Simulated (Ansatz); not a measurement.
HgS (P3₂21, No. 154)

Computed with HSE06+SOC (PAW; Ansatz, a program for electronic structure).

Numerical settings: plane-wave cutoff 460 eV, 6×6×4 k mesh (along the axes of the cell as run), Fermi–Dirac smearing 0.01 eV, PAW data made under PBE.

Cell: measured lattice: a = 4.1450 Å, b = 4.1450 Å, c = 9.4960 Å, α = 90.00°, β = 90.00°, γ = 120.00°.

```
Quantity                                                 Result
-------------------------------------------  ------------------
band gap                                     2.24 eV (indirect)
smallest direct gap on the k points sampled             2.31 eV
```

Note: cell and atoms aren't relaxed at this level (pressure 1.9 GPa).
